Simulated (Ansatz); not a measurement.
Mulliken charges of C$_{2}$H$_{2}$OS$_{2}$, SMILES `O=CSC=S` from PBE/def2-TZVPP in Ansatz (PBE0-D4/def2-TZVP geometry).

| atom | x (Å) | y (Å) | z (Å) | charge (e) |
| --- | --- | --- | --- | --- |
| O1 | -1.439 | -0.994 | 0.344 | -0.202 |
| C2 | -0.627 | -0.576 | 1.111 | 0.092 |
| S3 | 0.802 | 0.408 | 0.692 | 0.073 |
| C4 | 0.619 | 0.527 | -1.026 | -0.011 |
| S5 | 1.639 | 1.321 | -1.983 | -0.166 |
| H6 | -0.665 | -0.754 | 2.201 | 0.083 |
| H7 | -0.267 | 0.001 | -1.384 | 0.132 |

Q: By hand: the dipole of these point charges (1 e Å = 4.8032 D).

A: Σ q r = (-0.078, -0.110, 0.424) e Å, of length 0.445 e Å = 2.14 D.

Q: How does the dipole of the full density compare? (Estimate.)

A: Computed: (-0.028, -0.080, 0.438) e Å, 2.14 D; the point charges give 1.00 times that, at 8° from its direction.

Point charges leave out the atoms' own dipoles, such as those of lone pairs, and Mulliken's split depends on the basis, so the close match here is no proof of good charges.
